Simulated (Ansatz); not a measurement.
# Zinc-blende BAs: width of the whole s-p valence band by level of theory

No measured value is used here.

```json
[
 {"level (code)": "LDA (Ansatz)", "value (eV)": "15.39"},
 {"level (code)": "PBE (Ansatz)", "value (eV)": "15.40"},
 {"level (code)": "RPBE (Ansatz)", "value (eV)": "15.41"},
 {"level (code)": "r²SCAN (Ansatz)", "value (eV)": "16.16"},
 {"level (code)": "HSE06 (Ansatz)", "value (eV)": "16.96"},
 {"level (code)": "r²SCAN0 (Ansatz)", "value (eV)": "[?]"},
 {"level (code)": "Hartree–Fock (Ansatz)", "value (eV)": "[?]"}
]
```

Question: Complete the blanks.

Answer: 
- r²SCAN0 (Ansatz, a quantum-chemistry and plane-wave program), value (eV): 17.57
- Hartree–Fock (Ansatz), value (eV): 21.49

Widths are read from band energies on the run's k points.  Values are at the measured cell. Cutoffs and k meshes differ between the levels. Ansatz's density-functional and Hartree–Fock values are scalar-relativistic unless marked +SOC, with PAW data made under PBE.
